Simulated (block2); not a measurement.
# [PH4]+ (SMILES [PH4+]), step by step

Wanted: the energy (singlet [PH4]+, SC-NEVPT2(2,2)/pcseg-1), then the energy (doublet [PH4]2+, SC-NEVPT2(1,2)/pcseg-1), then the energy (triplet [PH4]+, SC-NEVPT2(2,2)/pcseg-1) of H4P. 

Program for the calculation: block2 0.5.4.

### 1 The structure to begin with

The species is [PH4]+ (5 atoms), meant as a singlet with charge +1. SMILES: `[PH4+]`. The coordinates come from a GFN2-xTB relaxation.

Bond lengths: P1–H2 1.375 Å, P1–H3 1.375 Å, P1–H4 1.375 Å, P1–H5 1.375 Å. Angles: H2–P1–H3 109.5°, H2–P1–H4 109.5°, H2–P1–H5 109.5°, H3–P1–H4 109.5°, H3–P1–H5 109.5°, H4–P1–H5 109.5°.

### 2 A single-point energy at SC-NEVPT2(2,2)/pcseg-1 (run 1)

The input, casscf_dmrg.py:

```python
import numpy as np
from pyscf import gto, mcscf, mp, scf
from pyblock2.icmr.scnevpt2 import WickSCNEVPT2

geom = """
P
H 1 1.375057
H 1 1.375079 2 109.47152
H 1 1.375189 2 109.45733 3 -120.00612
H 1 1.375039 2 109.4797 4 -119.99432
"""
mol = gto.M(
    atom=geom,
    basis="pcseg-1",
    charge=1,
    verbose=3,
)
print("nao = %d" % (mol.nao))
mf = scf.RHF(mol)
mf.conv_tol = 1e-10
mf.max_cycle = 200
mf.kernel()
if not mf.converged:
    mf = mf.newton().run(mf.mo_coeff, mf.mo_occ)
print("E(HF) = %.10f" % (mf.e_tot))
# natural orbitals of MP2 give a compact matrix product state
occ_no, mo = mcscf.addons.make_natural_orbitals(mp.MP2(mf, frozen=5).run())
mf.mo_coeff = mo
mc = mcscf.CASSCF(mf, 2, 2)
mc.fcisolver.conv_tol = 1e-12
mc.fix_spin_(ss=0)
mc.max_cycle_macro = 50
mc.conv_tol = 1e-7
mc.canonicalization = True
mc.verbose = 4
mc.kernel(mf.mo_coeff)
print("CASSCF converged:", mc.converged)
print("E(CASSCF) = %.10f" % (mc.e_tot))
dm1 = mc.fcisolver.make_rdm1(mc.ci, 2, mc.nelecas)
print("natural occupations =", np.round(np.linalg.eigvalsh(dm1)[::-1], 5).tolist())
post = WickSCNEVPT2(mc, frozen=5).run()
print("E(PT2 correction) = %.10f" % (post.e_tot - mc.e_tot))
print(f"total energy = {post.e_tot:.10f}")
```

Started as:

```
$ python casscf_dmrg.py
```

Output:

```text
nao = 38
converged SCF energy = -342.761958518524
E(HF) = -342.7619585185
E(RMP2) = -342.883208035588  E_corr = -0.121249517063773
E(SCS-RMP2) = -342.893701130596  E_corr = -0.131742612071954

******** <class 'pyscf.mcscf.mc1step.CASSCF'> ********
CAS (1e+1e, 2o), ncore = 8, nvir = 28
max_cycle_macro = 50
max_cycle_micro = 4
conv_tol = 1e-07
conv_tol_grad = None
orbital rotation max_stepsize = 0.02
orbital rotation threshold for CI restart = 0.01
augmented hessian ah_max_cycle = 30
augmented hessian ah_conv_tol = 1e-12
augmented hessian ah_linear dependence = 1e-14
augmented hessian ah_level shift = 1e-08
augmented hessian ah_start_tol = 2.5
augmented hessian ah_start_cycle = 3
augmented hessian ah_grad_trust_region = 3
kf_trust_region = 3
kf_interval = 4
ci_response_space = 4
ci_grad_trust_region = 3
with_dep4 0
natorb = False
canonicalization = True
sorting_mo_energy = False
ao2mo_level = 2
chkfile = tmp_4d0uvkq
max_memory 1800 MB (current use 244 MB)
internal_rotation = False
******** <class 'pyscf.fci.addons.SpinPenaltyFCISolver'> ********
max. cycles = 50
conv_tol = 1e-12
davidson only = True
linear dependence = 1e-12
level shift = 0.001
max iter space = 12
max_memory 1800 MB
nroots = 1
pspace_size = 400
spin = None
CASCI E = -342.765865545376  S^2 = 0.0000000
Set conv_tol_grad to 0.000316228
macro iter   1 ( 21 JK    4 micro), CASSCF E = -342.768595594614  dE = -2.73004924e-03  S^2 = 0.0000000
               |grad[o]|=0.0112  |grad[c]|=0.0066  |ddm|=0.0049  |maxRot[o]|=0.177
macro iter   2 ( 21 JK    4 micro), CASSCF E = -342.772262558005  dE = -3.66696339e-03  S^2 = 0.0000000
               |grad[o]|=0.0126  |grad[c]|=0.0145  |ddm|=0.0085  |maxRot[o]|=  0.2
macro iter   3 ( 21 JK    4 micro), CASSCF E = -342.775418136900  dE = -3.15557890e-03  S^2 = 0.0000000
               |grad[o]|=0.0105  |grad[c]|=0.00352  |ddm|=0.00448  |maxRot[o]|=0.237
macro iter   4 ( 15 JK    4 micro), CASSCF E = -342.775673487321  dE = -2.55350421e-04  S^2 = 0.0000000
               |grad[o]|=0.00453  |grad[c]|=0.00509  |ddm|=0.0012  |maxRot[o]|=0.0375
macro iter   5 ( 11 JK    4 micro), CASSCF E = -342.775829866233  dE = -1.56378912e-04  S^2 = 0.0000000
               |grad[o]|=0.00313  |grad[c]|=0.00206  |ddm|=0.00022  |maxRot[o]|=0.0345
macro iter   6 (  6 JK    2 micro), CASSCF E = -342.775857944667  dE = -2.80784345e-05  S^2 = 0.0000000
               |grad[o]|=0.00136  |grad[c]|=0.000457  |ddm|=0.000126  |maxRot[o]|=0.0193
macro iter   7 (  6 JK    2 micro), CASSCF E = -342.775858600384  dE = -6.55716178e-07  S^2 = 0.0000000
               |grad[o]|=0.000269  |grad[c]|=1.61e-05  |ddm|=4.09e-05  |maxRot[o]|=0.00336
macro iter   8 (  1 JK    1 micro), CASSCF E = -342.775858600384  dE =  0.00000000e+00  S^2 = 0.0000000
               |grad[o]|=2.06e-05  |grad[c]|=5.26e-07  |ddm|=    0  |maxRot[o]|=    0
1-step CASSCF converged in   8 macro (102 JK  25 micro) steps
CASSCF canonicalization
Density matrix diagonal elements [1.98211762 0.01788238]
CASSCF energy = -342.775858600384
CASCI E = -342.775858600384  E(CI) = -2.40784946685187  S^2 = 0.0000000
CASSCF converged: True
E(CASSCF) = -342.7758586004
natural occupations = [1.98212, 0.01788]
E(WickSCNEVPT2-ijrs) =    -0.07506488449031
E(WickSCNEVPT2- rsi) =    -0.01529804009827
E(WickSCNEVPT2- ijr) =    -0.00325836637087
E(WickSCNEVPT2-  rs) =    -0.00887475808289
E(WickSCNEVPT2-  ij) =    -0.00018576505328
E(WickSCNEVPT2-  ir) =    -0.00448859120697
E(WickSCNEVPT2-   r) =    -0.00000000009950
E(WickSCNEVPT2-   i) =    -0.00000000017274
E(WickSCNEVPT2) = -342.8830290059584  E_corr_pt = -0.1071704055748424
Timings = pdms =    0.00 | eris =    0.01 | ijrs =    0.00 | rsi =    0.00 | ijr =    0.00 | rs =    0.00 | ij =    0.01 | ir =    0.01 | r =    0.00 | i =    0.01
E(PT2 correction) = -0.1071704056
total energy = -342.8830290060
```

It took 24 s on 1 thread of Arm Neoverse V1, shared host; peak memory 0.23 GiB.

### 3 Doublet [PH4]2+: the energy at SC-NEVPT2(1,2)/pcseg-1 (run 2)

The input, dmrgscf.py:

```python
import numpy as np
from pyscf import gto, mcscf, mp, scf
from pyblock2.icmr.scnevpt2 import WickSCNEVPT2

mol = gto.M(atom="""
P     -0.00003779     0.00000000     0.00009449
H      2.56522763    -0.11589690     0.39769286
H     -1.16656573    -1.92005623     1.30581965
H     -0.49484368    -0.25275087    -2.53854469
H     -0.90376152     2.28872290     0.83493769
""", basis="pcseg-1", unit="bohr", charge=2, spin=1, verbose=3)
print("basis functions: %d" % (mol.nao))
mf = scf.ROHF(mol)
mf.conv_tol = 1e-10
mf.max_cycle = 200
mf.kernel()
if not mf.converged:
    mf = mf.newton().run(mf.mo_coeff, mf.mo_occ)
print("E(HF): %.10f" % (mf.e_tot))
# natural orbitals of MP2 give a compact matrix product state
occ_no, mo = mcscf.addons.make_natural_orbitals(mp.MP2(mf.to_uhf(), frozen=5).run())
mf.mo_coeff = mo
mc = mcscf.CASSCF(mf, 2, 1)
mc.fcisolver.conv_tol = 1e-12
mc.fix_spin_(ss=0.75)
mc.max_cycle_macro = 50
mc.conv_tol = 1e-7
mc.canonicalization = True
mc.verbose = 4
mc.kernel(mf.mo_coeff)
print("CASSCF converged:", mc.converged)
print(f"CASSCF energy: {mc.e_tot:.10f}")
dm1 = mc.fcisolver.make_rdm1(mc.ci, 2, mc.nelecas)
print("occupation numbers:", np.round(np.linalg.eigvalsh(dm1)[::-1], 5).tolist())
post = WickSCNEVPT2(mc, frozen=5).run()
print("second-order correction: %.10f" % (post.e_tot - mc.e_tot))
print(f"final energy: {post.e_tot:.10f}")
```

Started as:

```
$ python dmrgscf.py
```

Output:

```text
basis functions: 38
converged SCF energy = -341.948766598862
E(HF): -341.9487665989
E(UMP2) = -342.053615521357  E_corr = -0.104848922495123
E(SCS-UMP2) = -342.062994412228  E_corr = -0.114227813366629

******** <class 'pyscf.mcscf.mc1step.CASSCF'> ********
CAS (1e+0e, 2o), ncore = 8, nvir = 28
max_cycle_macro = 50
max_cycle_micro = 4
conv_tol = 1e-07
conv_tol_grad = None
orbital rotation max_stepsize = 0.02
orbital rotation threshold for CI restart = 0.01
augmented hessian ah_max_cycle = 30
augmented hessian ah_conv_tol = 1e-12
augmented hessian ah_linear dependence = 1e-14
augmented hessian ah_level shift = 1e-08
augmented hessian ah_start_tol = 2.5
augmented hessian ah_start_cycle = 3
augmented hessian ah_grad_trust_region = 3
kf_trust_region = 3
kf_interval = 4
ci_response_space = 4
ci_grad_trust_region = 3
with_dep4 0
natorb = False
canonicalization = True
sorting_mo_energy = False
ao2mo_level = 2
chkfile = tmpo0gdfnwy
max_memory 1800 MB (current use 242 MB)
internal_rotation = False
******** <class 'pyscf.fci.addons.SpinPenaltyFCISolver'> ********
max. cycles = 50
conv_tol = 1e-12
davidson only = True
linear dependence = 1e-12
level shift = 0.001
max iter space = 12
max_memory 1800 MB
nroots = 1
pspace_size = 400
spin = None
CASCI E = -341.948763335637  S^2 = 0.7500000
Set conv_tol_grad to 0.000316228
macro iter   1 ( 11 JK    3 micro), CASSCF E = -341.948766598744  dE = -3.26310766e-06  S^2 = 0.7500000
               |grad[o]|=0.00216  |grad[c]|=3.28e-06  |ddm|=    0  |maxRot[o]|=0.0754
macro iter   2 (  3 JK    1 micro), CASSCF E = -341.948766598865  dE = -1.20564891e-10  S^2 = 0.7500000
               |grad[o]|=3.64e-05  |grad[c]|=3.05e-07  |ddm|=    0  |maxRot[o]|=0.0164
macro iter   3 (  1 JK    1 micro), CASSCF E = -341.948766598865  dE =  0.00000000e+00  S^2 = 0.7500000
               |grad[o]|=5.57e-06  |grad[c]|=3.06e-07  |ddm|=    0  |maxRot[o]|=    0
1-step CASSCF converged in   3 macro ( 15 JK   5 micro) steps
CASSCF canonicalization
Density matrix diagonal elements [1.00000000e+00 1.20131144e-11]
CASSCF energy = -341.948766598865
CASCI E = -341.948766598865  E(CI) = -1.26769833085973  S^2 = 0.7500000
CASSCF converged: True
CASSCF energy: -341.9487665989
occupation numbers: [1.0, 0.0]
E(WickSCNEVPT2-ijrs) =    -0.05331027249983
E(WickSCNEVPT2- rsi) =    -0.01526576532195
E(WickSCNEVPT2- ijr) =    -0.02178674306295
E(WickSCNEVPT2-  rs) =    -0.00000000000000
E(WickSCNEVPT2-  ij) =    -0.00449034934332
E(WickSCNEVPT2-  ir) =    -0.01736154801276
E(WickSCNEVPT2-   r) =    -0.00000000000010
E(WickSCNEVPT2-   i) =    -0.00014563004308
E(WickSCNEVPT2) = -342.0611269071488  E_corr_pt = -0.1123603082839932
Timings = pdms =    0.00 | eris =    0.01 | ijrs =    0.00 | rsi =    0.00 | ijr =    0.00 | rs =    0.00 | ij =    0.01 | ir =    0.01 | r =    0.00 | i =    0.01
second-order correction: -0.1123603083
final energy: -342.0611269071
```

It took 23 s on 1 thread of Arm Neoverse V1, shared host; peak memory 0.23 GiB.

### 4 The triplet: a single-point energy at SC-NEVPT2(2,2)/pcseg-1 (run 3)

The input, casscf_dmrg.py:

```python
import numpy as np
from pyscf import gto, mcscf, mp, scf
from pyblock2.icmr.scnevpt2 import WickSCNEVPT2

geom = """
P
H 1 1.375057
H 1 1.375079 2 109.47152
H 1 1.375189 2 109.45733 3 -120.00612
H 1 1.375039 2 109.4797 4 -119.99432
"""
mol = gto.M(
    atom=geom,
    basis="pcseg-1",
    charge=1,
    spin=2,
    verbose=4,
)
print("nao = %d" % (mol.nao))
mf = scf.ROHF(mol)
mf.conv_tol = 1e-10
mf.max_cycle = 200
mf.kernel()
if not mf.converged:
    mf = mf.newton().run(mf.mo_coeff, mf.mo_occ)
print(f"reference energy = {mf.e_tot:.10f}")
occ_no, mo = mcscf.addons.make_natural_orbitals(mp.MP2(mf.to_uhf(), frozen=5).run())
mf.mo_coeff = mo
mc = mcscf.CASSCF(mf, 2, 2)
mc.fcisolver.conv_tol = 1e-12
mc.fix_spin_(ss=2)
mc.max_cycle_macro = 50
mc.conv_tol = 1e-7
mc.canonicalization = True
mc.verbose = 4
mc.kernel(mf.mo_coeff)
print("CASSCF converged:", mc.converged)
print(f"CASSCF energy = {mc.e_tot:.10f}")
dm1 = mc.fcisolver.make_rdm1(mc.ci, 2, mc.nelecas)
print("occupation numbers =", np.round(np.linalg.eigvalsh(dm1)[::-1], 5).tolist())
post = WickSCNEVPT2(mc, frozen=5).run()
print("E(PT2 correction) = %.10f" % (post.e_tot - mc.e_tot))
print("final energy = %.10f" % (post.e_tot))
```

Started as:

```
$ python casscf_dmrg.py
```

Output:

```text
[INPUT] verbose = 4
[INPUT] num. atoms = 5
[INPUT] num. electrons = 18
[INPUT] charge = 1
[INPUT] spin (= nelec alpha-beta = 2S) = 2
[INPUT] symmetry False subgroup None
[INPUT] Mole.unit = angstrom
[INPUT] Symbol           X                Y                Z      unit          X                Y                Z       unit  Magmom
[INPUT]  1 P      0.000000000000   0.000000000000   0.000000000000 AA    0.000000000000   0.000000000000   0.000000000000 Bohr   0.0
[INPUT]  2 H      1.375057000000   0.000000000000   0.000000000000 AA    2.598481135666   0.000000000000   0.000000000000 Bohr   0.0
[INPUT]  3 H     -0.458366440432   0.000000000000   1.296434519182 AA   -0.866187037107   0.000000000000   2.449906179687 Bohr   0.0
[INPUT]  4 H     -0.458081990048  -1.122864070307  -0.648445800147 AA   -0.865649503786  -2.121905567995  -1.225384968902 Bohr   0.0
[INPUT]  5 H     -0.458538186122   1.122660863153  -0.648157056379 AA   -0.866511589425   2.121521562127  -1.224839322261 Bohr   0.0

[... 70 lines left out ...]
converged SCF energy = -342.370199288732
reference energy = -342.3701992887
[... 32 lines left out ...]
sorting_mo_energy = False
[... 21 lines left out ...]
1-step CASSCF converged in   2 macro (  9 JK   4 micro) steps
[... 2 lines left out ...]
CASSCF energy = -342.370199288376
[... 1 line left out ...]
CASSCF converged: True
CASSCF energy = -342.3701992884
[... 13 lines left out ...]
final energy = -342.4834976998
```

Wall time 23 s (1 thread of Arm Neoverse V1, shared host); peak memory 0.23 GiB.

### 5 Results

```
                                   quantity          value
run 1, SC-NEVPT2(2,2)/pcseg-1: total energy  -342.88303 Eh
              doublet [PH4]2+: total energy  -342.06113 Eh
                      triplet: total energy  -342.48350 Eh
```
